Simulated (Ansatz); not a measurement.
## Cs2AgInCl6 (Fm-3m, No. 225): band gap by level of theory

No measured value is used here.

```tsv
level (code)	value (eV)
LDA (Ansatz)	0.90
PBEsol (Ansatz)	1.04
r²SCAN (Ansatz)	___
HSE06 (Ansatz)	2.57
PBE0 (Ansatz)	3.27
```

### Question
Complete the blanks.

### Answer

- r²SCAN (Ansatz, a quantum-chemistry and plane-wave program), value (eV): 1.74

Computed values are for a static lattice. Spin–orbit coupling is included only where a level's name says +SOC; with heavier elements it mostly lowers gaps and can invert bands.  Values are at the measured cell. Cutoffs and k meshes differ between the levels. Ansatz's density-functional and Hartree–Fock values are scalar-relativistic unless marked +SOC, with PAW data made under PBE.
